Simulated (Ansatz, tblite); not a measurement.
# The cluster Al₂Cu: rung by rung

Aim: run the doublet of the cluster Al₂Cu at one geometry on many levels, and compare frontier levels, spin and run time.

The runs use Ansatz 0.2.0, Gaussian basis; as each input shows.

The runs, in order: GFN1-xTB, GFN2-xTB, PBE-D4/def2-TZVP, r2SCAN-D4/def2-TZVP, BHLYP-D4/def2-TZVP, LC-ωPBE/def2-TZVP, revPBE-D4/def2-TZVP, r2SCANh-D4/def2-TZVP, B2PLYP/def2-TZVP, LC-ωPBE(0.10)/def2-TZVP, LC-ωPBE(0.15)/def2-TZVP, LC-ωPBE(0.20)/def2-TZVP, LC-ωPBE(0.30)/def2-TZVP, PBE-D4/def2-SVP, PBE0-D4/def2-SVP, HF/STO-3G, HF/6-31G, B3LYP-D4/6-31G, PBE0-D4/def2-TZVPD, PBE-D4/def2-TZVPD, r2SCAN-D4/def2-TZVPD, CCSD(T)/def2-TZVPP, MP2/def2-TZVP, RPA/def2-TZVP, CCSD(T)/def2-TZVPD.

**1. The structure**

The geometry is that of the doublet, from an earlier relaxation (PBE0-D4/def2-TZVP). At that level it is the lowest of the isomers that a small search found.

3 atoms, charge 0, spin multiplicity 2.

Bond lengths: Al1–Al2 2.499 Å, Al1–Cu3 2.437 Å, Al2–Cu3 2.437 Å. Angles: Al2–Al1–Cu3 59.2°, Al1–Al2–Cu3 59.2°, Al1–Cu3–Al2 61.7°.

No spin-orbit coupling is included.

PBE0-D4/def2-TZVP was run before; its log isn't repeated, and its numbers join the tables.

**2. GFN1-xTB**

Tight binding, by tblite at 300 K electronic temperature and without a spin-polarisation term:

```python
tblite.interface.Calculator('GFN1-xTB', numbers, positions, charge=0, uhf=1).singlepoint()
```

Energy -188.8223 eV; 0.002 s.

**3. GFN2-xTB**

Tight binding, by tblite at 300 K electronic temperature and without a spin-polarisation term:

```python
tblite.interface.Calculator('GFN2-xTB', numbers, positions, charge=0, uhf=1).singlepoint()
```

Energy -158.5047 eV; 0.003 s.

**4. PBE-D4/def2-TZVP**

start.molden holds the orbitals of an earlier run on this state, given as this run's starting guess.

Input file in.yaml:

```yaml
crystal:
  periodic: [false, false, false]
  atoms:
    - {symbol: Al, position_ang: [-1.182491, 0.683216, -0.428147]}
    - {symbol: Al, position_ang: [1.305012, 0.540956, -0.229551]}
    - {symbol: Cu, position_ang: [-0.122521, -1.224173, 0.657698]}
basis:
  gaussian: {orbitals: def2-TZVP, initial_orbitals: start.molden}
magnetization: {spin_polarized: true, initial_magnetization: 1}
hamiltonian: {xc: pbe, dispersion: d4}
scf: {omitted_lower_state_checks: [starts]}
output: {orbitals: {seedname: orbitals}}
```

Command:

```console
$ ansatz run in.yaml --threads 2 --pin off --events-out ev --progress --plain --max-ram 4352MiB
```

The runs that follow: r2SCAN-D4/def2-TZVP; BHLYP-D4/def2-TZVP; LC-ωPBE/def2-TZVP; revPBE-D4/def2-TZVP; r2SCANh-D4/def2-TZVP; B2PLYP/def2-TZVP; LC-ωPBE(0.10)/def2-TZVP; LC-ωPBE(0.15)/def2-TZVP; LC-ωPBE(0.20)/def2-TZVP; LC-ωPBE(0.30)/def2-TZVP; PBE-D4/def2-SVP; PBE0-D4/def2-SVP; HF/STO-3G; HF/6-31G; B3LYP-D4/6-31G; PBE0-D4/def2-TZVPD; PBE-D4/def2-TZVPD; r2SCAN-D4/def2-TZVPD; CCSD(T)/def2-TZVPP; MP2/def2-TZVP; RPA/def2-TZVP; CCSD(T)/def2-TZVPD.

Before running them: what should the planned runs give, taken together? Wanted: gap in def2-TZVP, named functionals, smallest and largest; gap over the ω; correlation energy, CCSD(T)/def2-TZVPP; correlation energy, MP2/def2-TZVP; correlation energy, CCSD(T)/def2-TZVPD; binding an atom, functionals in def2-TZVP; ⟨S²⟩ in def2-TZVP, named functionals, smallest and largest; PBE0 total energy, smallest basis above largest.

The runs gave:

| quantity | value |
| --- | --- |
| gap in def2-TZVP, named functionals, smallest and largest | 0.45 eV (PBE-D4), 5.82 eV (LC-ωPBE) |
| gap over the ω (1/bohr) | 3.15 eV at 0.1, 5.40 eV at 0.3 |
| correlation energy, CCSD(T)/def2-TZVPP | -17.08 eV |
| correlation energy, MP2/def2-TZVP | -14.57 eV |
| correlation energy, CCSD(T)/def2-TZVPD | -15.01 eV |
| binding an atom, functionals in def2-TZVP | 1.09 (BHLYP-D4) to 1.57 eV (PBE-D4) |
| ⟨S²⟩ in def2-TZVP, named functionals, smallest and largest | 0.755, 0.941 |
| PBE0 total energy, smallest basis above largest | 11.35 eV (def2-SVP, def2-TZVPD) |

**Reading.** Orbital gaps of the named functionals in def2-TZVP span 0.45 eV (PBE-D4) to 5.82 eV (LC-ωPBE); exact exchange widens it. Raising the ω (1/bohr) from 0.1 to 0.3 moves the HOMO by -1.18 eV and the LUMO by +1.06 eV. Over the named functionals in def2-TZVP spin contamination reaches 0.19 (LC-ωPBE). Notes on CCSD(T)/def2-TZVPP: large T1 diagnostic, spin contamination.
